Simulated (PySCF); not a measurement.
## C₂H₅, SMILES `[CH2]C` (charge 0, multiplicity 2)

The numbers are results of PBE0-D4/def2-TZVP (PySCF), not measurements.

| Quantity | Value |
|---|---|
| highest occupied spin orbital | -5.92 eV |
| dipole moment | 0.30 D |
| total energy | -79.0843 Ha |
| cost | about 70 core-seconds (a rough figure) |

Bond lengths (Å): C1–C2 1.479, C1–H3 1.083, C1–H4 1.082, C2–H5 1.094, C2–H6 1.101, C2–H7 1.092. Angles (°): C2–C1–H3 120.8, C2–C1–H4 121.3, H3–C1–H4 117.6, C1–C2–H5 111.8, C1–C2–H6 111.8, C1–C2–H7 111.9, H5–C2–H6 106.1, H5–C2–H7 108.1, H6–C2–H7 106.7.
Charge 0, spin multiplicity 2.
